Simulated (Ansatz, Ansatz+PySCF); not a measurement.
```yaml
atoms:
  - { symbol: H, position_ang: [0.0000, 0.0000, -1.7563] }
  - { symbol: C, position_ang: [0.0000, 0.0000, -0.5561] }
  - { symbol: O, position_ang: [0.0000, 0.0000, 0.6366] }
```

RHF on singlet CHO(+) was run in several spherical basis sets with Ansatz (development build ahead of 0.2.0).

**Question.** Rank the basis sets by the total energy that they give, lowest first, with the distance from the lowest.
A. def2-SVP
B. cc-pVDZ
C. cc-pVTZ
D. 6-31G(d)
E. def2-TZVP

**Answer.** E (0.00 eV), C (0.11 eV), B (0.92 eV), D (1.31 eV), A (3.76 eV).

Totals follow the description of the cores as much as that of the bonds, so this order isn't one of quality for chemistry.
